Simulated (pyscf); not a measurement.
O=P–PH₂ (SMILES O=PP) + H₂ (SMILES [H][H]) -> O=PH (SMILES O=P) + PH₃ (SMILES P), a four-centre exchange (singlet surface; P–P, H–H broken, H–P, H–P formed). Optimised with ωB97X-D3(BJ)/def2-SVP in PySCF. Energies in kcal/mol from the separated reactants.

Small-basis levels: PySCF, no dispersion term, spherical d functions. 

Q: Quick B3LYP/6-31G* single points give ΔE‡ = 34.7 kcal/mol and ΔE = +2.5 kcal/mol. What does ωB97M-D3(BJ)/def2-TZVP give, and how far is the quick result from it?

A: ωB97M-D3(BJ)/def2-TZVP gives ΔE‡ = 26.9 kcal/mol and ΔE = +2.3 kcal/mol. B3LYP/6-31G* lies 7.8 kcal/mol over it in the barrier and 0.2 kcal/mol over it in the reaction energy, so on this step it does not hold to within 3.0 kcal/mol. ωB97M-D3(BJ)/def2-TZVP has limits of its own. At the saddle there is also a short H–P contact that neither side keeps. This is the saddle that the search found; another between the same sides may lie lower.
